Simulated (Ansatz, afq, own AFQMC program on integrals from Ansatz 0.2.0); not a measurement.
Integrals from Ansatz 0.2.0, then the random walk in our own AFQMC program (afq).

```yaml
crystal:
  periodic: [false, false, false]
  atoms:
    - {symbol: Ge, position_ang: [0.000000, 0.000000, 0.000000]}
    - {symbol: Ge, position_ang: [0.000000, 0.000000, 1.880000]}
basis:
  gaussian: {orbitals: cc-pVDZ}
magnetization: {spin_polarized: true, initial_magnetization: 2}
correlation: {method: ccsd_t, electrons: outside_noble_gas, hamiltonian_folder: ham}
```

```sh
$ ansatz run in.yaml --threads 1 --pin off --events-out ev --progress --plain --max-ram 1382MiB
```

afq runs on the folder ham with

```
--method phaseless --trial hf --walkers 140 --populations 1 --least-time 40 --time-step 0.005 --steps-per-block 20 --equilibration-blocks 112 --max-blocks 600 --target-error 0.00102 --factor-cut 1e-05 --start spin_pure --seed 3195 --taylor-order 6
```

Times are imaginary, in 1/Eh. The walk had a cap of 478 s. Filled inner d shells are frozen with the cores.

Output of the walk:

```
orbitals 26  electrons 5 3  factors 208 of 663
reference energy -4150.53785775 Eh
CCSD correlation -0.14863865 Eh in 10 cycles, weight of the determinant in the CISD state 0.8766
energy of the start -4150.538008 Eh
 block  time / (1/Eh)  mean weight  energy / Eh
     1     0.100  1.0003  -4150.555638
     2     0.200  1.0007  -4150.572385
     3     0.300  0.9999  -4150.587228
     4     0.400  1.0006  -4150.596618
     5     0.500  1.0004  -4150.605067
    10     1.000  1.0001  -4150.655681
    86     8.600  0.9992  -4150.723971
   120    12.000  1.0008  -4150.665597
   171    17.100  0.9998  -4150.705703
   256    25.600  1.0009  -4150.703862
   341    34.100  0.9999  -4150.693727
   426    42.600  0.9993  -4150.680899
   511    51.100  0.9997  -4150.671022
   596    59.600  0.9998  -4150.699736
   681    68.100  0.9998  -4150.695423
   698    69.800  1.0009  -4150.705610
blocks merged  error / Eh  count
     1  0.000519  600
     2  0.000713  300
     4  0.000951  150
     8  0.001256  75
    16  0.001624  37
    32  0.001893  18
    64  0.002599  9
energy -4150.692136 +/- 0.001893 Eh
(rows thinned)
```

The run passed its tests (sampling time, drift between the halves within three errors, error under three times the target), which doesn't prove that it has relaxed.

Against this walk (error 51.5 meV) on the same determinant: CCSD(T) 44.4 meV lower (within the noise), CCSDT(Q) 89.7 meV lower (within the noise), a separate phaseless walk with a CISD trial and standard settings 71.4 ± 52.7 meV lower (within the noise). The error is statistical and leaves out the bias of the constraint.

Cautions: constraint bias not in the error; error above the target (51.5 against 27.8 meV); no relativity below Rb; no spin-orbit coupling; inner d shell frozen; lower spins were not checked.

The walk took 3.3 min on 1 thread of Intel(R) Xeon(R) Platinum 8259CL CPU @ 2.50GHz (Skylake/Cascade Lake) (shared host). The log's last line is the phaseless energy.

CCSDT and higher add their correlation energy to the determinant of the CCSD(T) run, since their own runs factorise the integrals more tightly (a shift of under 2 meV). A walk keeps the symmetry of its determinant, which the program's search chose and which needn't be the lowest solution, so a lower state of the same spin and another symmetry isn't excluded.
